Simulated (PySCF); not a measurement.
## Relaxation of singlet NaF₂⁻

Method: PySCF, PBE0, basis Na def2-TZVPD, F def2-TZVPD (no relativity, density fitting). A (50,194) grid was used.

A hand-made linear start, of D∞h symmetry, held to at least that symmetry:

```xyz
3
charge -1 multiplicity 1, angstrom
Na    0.0000    0.0000    0.0000
F     0.0000    0.0000    2.1900
F     0.0000    0.0000   -2.1900
```

(1) What forces act on the atoms at the start (eV/Å)?

(2) What does it relax to?

(3) How much energy is released, and in how many steps?

Results:

(1) 
```
atom    Fx    Fy     Fz
 Na1  0.00  0.00   0.00
  F2  0.00  0.00  -0.71
  F3  0.00  0.00   0.71
```

(2) It ends at D∞h with Na–F 2.043 Å (×2); F–Na–F 180.0° (after a last refinement on a finer grid). A frequency run shows a minimum. Other isomers or separated fragments may lie lower.

(3) 11.3 kJ/mol in 5 steps.

The relaxation took 9 s on 2 threads of a shared Arm Neoverse V2 host, with 115 basis functions and 6 gradients; the process peaked at 0.55 GiB. Launch command: `OMP_NUM_THREADS=2 python axn.py task.json out`.
